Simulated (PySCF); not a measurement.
## Relaxation of singlet SO3

Computed with PBE0 in PySCF with S def2-TZVP, O def2-TZVP; no relativity; density-fitted integrals. A (50,194) grid was used.

A hand-made trigonal pyramidal start, of C3v symmetry, held to at least that symmetry:

Coordinates in bohr (charge 0 multiplicity 1):
```
S     0.0000    0.0000   -0.8040
O     2.5195    0.0000    0.5357
O    -1.2597    2.1819    0.5357
O    -1.2597   -2.1819    0.5357
```

At each step, columns x, y, z (Å) and Fx, Fy, Fz (eV/Å):

```
step 0  E − E(last) = 461.07 kJ/mol
S    0.000   0.000  -0.425  -0.008   0.000  13.019
O    1.333   0.000   0.283   1.444   0.000  -4.336
O   -0.667   1.155   0.283  -0.718   1.247  -4.342
O   -0.667  -1.155   0.283  -0.718  -1.247  -4.342
step 1  E − E(last) = 168.06 kJ/mol
S    0.000   0.000  -0.214   0.008   0.000   8.421
O    1.418   0.000   0.213  -1.444   0.000  -2.801
O   -0.709   1.228   0.213   0.718  -1.247  -2.810
O   -0.709  -1.228   0.213   0.718   1.247  -2.810
step 2  E − E(last) = 11.54 kJ/mol
S    0.000   0.000   0.021   0.006   0.000   2.038
O    1.413   0.000   0.135   0.315   0.000  -0.682
O   -0.707   1.224   0.135  -0.161   0.270  -0.678
O   -0.707  -1.224   0.135  -0.161  -0.270  -0.678
step 3  E − E(last) = 1.23 kJ/mol
S    0.000   0.000   0.103   0.007   0.000   0.070
O    1.430   0.000   0.107  -0.763   0.000  -0.023
O   -0.715   1.239   0.107   0.378  -0.658  -0.023
O   -0.715  -1.239   0.107   0.378   0.658  -0.023
step 4  E − E(last) = 0.04 kJ/mol
S    0.000   0.000   0.107   0.004   0.000  -0.021
O    1.418   0.000   0.106   0.143   0.000   0.007
O   -0.709   1.228   0.106  -0.073   0.125   0.007
O   -0.709  -1.228   0.106  -0.073  -0.125   0.007
step 5  E − E(last) = 0.00 kJ/mol
S    0.000   0.000   0.106   0.006   0.000   0.000
O    1.420   0.000   0.106  -0.008   0.000   0.000
O   -0.710   1.229   0.106   0.001  -0.004   0.000
O   -0.710  -1.229   0.106   0.001   0.004   0.000
step 6  E − E(last) = 0.00 kJ/mol
S    0.000   0.000   0.106   0.006   0.000   0.000
O    1.419   0.000   0.106  -0.003   0.000   0.000
O   -0.710   1.229   0.106  -0.002   0.001   0.000
O   -0.710  -1.229   0.106  -0.002  -0.001   0.000
```

It ends at D3h with S–O 1.419 Å (×3); O–S–O 120.0° (×3). A frequency run shows a minimum.
